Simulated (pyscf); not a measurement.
Thermochemistry of product channels of HO–Ga [singlet] + silanol (HO–SiH₃) on the singlet surface, in kJ/mol, from ωB97M-D3(BJ)/def2-TZVP energies (ideal gas, 1 atm, RRHO with modes under 100 cm⁻¹ raised to 100, one conformer, R ln 2 for chiral ones without a mode under 150 cm⁻¹). PySCF, gas phase, ωB97X-D3(BJ)/def2-SVP geometries.

```json
[
 {"products": "HO–GaH–O–SiH₃", "ΔE": "[?]", "ΔH(298 K)": "-76.4", "ΔG(600 K)": "+14.6", "ΔG(900 K)": "+57.7"},
 {"products": "O=Ga–O–SiH₃ + hydrogen (H₂)", "ΔE": "[?]", "ΔH(298 K)": "+166.6", "ΔG(600 K)": "+190.7", "ΔG(900 K)": "+200.2"}
]
```

Q: Complete the blanks.

A: 
- HO–GaH–O–SiH₃, ΔE: -75.2
- O=Ga–O–SiH₃ + hydrogen (H₂), ΔE: +182.8

The channel to HO–GaH–O–SiH₃ turns unfavourable between 298 and 1200 K (ΔG from -30.7 kJ/mol to +99.1 kJ/mol).

These are energies of the channels, which say nothing of barriers. Elements up to Kr have no core potential and no relativistic terms here.
